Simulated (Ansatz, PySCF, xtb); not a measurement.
Homolysis of single bonds, series SiH2Cl-X. Isolated molecules, 0 K electronic values unless said otherwise. One relaxed conformer stands for each flexible species; it need not be the lowest. Strings in code marks are SMILES.

Quantity: homolytic bond dissociation enthalpy at 298 K (no spin–orbit term), in kcal/mol. Thermal and zero-point terms are GFN2-xTB rigid-rotor harmonic values (xtb).

Level 1: SVWN5/6-31G* // B3LYP-D3(BJ)/def2-TZVP (PySCF)
Level 2: HF/def2-TZVPP // B3LYP-D3(BJ)/def2-TZVP (Ansatz, a quantum-chemistry and plane-wave program)

```tsv
species	level 2
B–Si bond of `B[SiH2]Cl`, giving `[BH2]` and `[SiH2]Cl`	63.1
Si–Si bond of `[SiH3][SiH2]Cl`, giving `[SiH2]Cl` and `[SiH3]`	55.1
C–Si bond of `C=C[SiH2]Cl` (C–C–Si–Cl torsion 119°), giving `[CH]=C` and `[SiH2]Cl`	71.2
```

What does level 1 give for each?


- B–Si bond of `B[SiH2]Cl`, giving `[BH2]` and `[SiH2]Cl`: 97.1
- Si–Si bond of `[SiH3][SiH2]Cl`, giving `[SiH2]Cl` and `[SiH3]`: 83.0
- C–Si bond of `C=C[SiH2]Cl` (C–C–Si–Cl torsion 119°), giving `[CH]=C` and `[SiH2]Cl`: 107.6
